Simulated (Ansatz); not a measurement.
## [Br···H···Br], doublet: reading a ladder of total energies

Geometry: a point of a hydrogen-transfer path between rigid fragments, not a stationary point.

```xyz
3

Br    0.0000    0.0000   -1.7247
H     0.0000    0.0000    0.0303
Br    0.0000    0.0000    1.6943
```

Basis cc-pVDZ; Ansatz 0.2.0. Only valence electrons are correlated (noble-gas cores and the filled d shells of p-block atoms frozen), which leaves 15 electrons in 31 orbitals. Prefix R: restricted or restricted open-shell reference; prefix U: unrestricted. No spin–orbit coupling is included, and no scalar relativity.

Full CI isn't at hand for all of this; UCCSDT(Q) serves as the reference, and is uncertain by about the last step of the cluster series.

Runs differ by some tens of microhartree through their thresholds and, for an open shell, their frozen cores, so steps under 0.03 kcal/mol mean nothing.

```tsv
level	total energy (hartree)
UHF	-5145.305140
UMP2	-5145.533769
UCCSD	-5145.564827
UCCSD(T)	-5145.569456
UCCSDT	-5145.570116
UCCSDT(Q)	-5145.570620
```

Task: What is the correlation energy at UCCSDT(Q), and what share of it do UMP2 and UCCSDT recover?

Result: E(corr) = -5145.570620 − (-5145.305140) = -0.265480 hartree = -7.224 eV. UMP2: -0.228629 / -0.265480 = 86.12 %. UCCSDT: -0.264976 / -0.265480 = 99.81 %.

Task: By how many kcal/mol does UCCSD(T) miss UCCSDT(Q) (1 hartree = 627.509 kcal/mol), and which steps make up the rest?

Result: -5145.569456 − (-5145.570620) = 0.001164 hartree = 0.73 kcal/mol. Steps: UCCSDT − UCCSD(T) = -0.41, UCCSDT(Q) − UCCSDT = -0.32 kcal/mol. That is within 1 kcal/mol of the reference in this basis, which itself misses far more of the correlation at the basis-set limit.
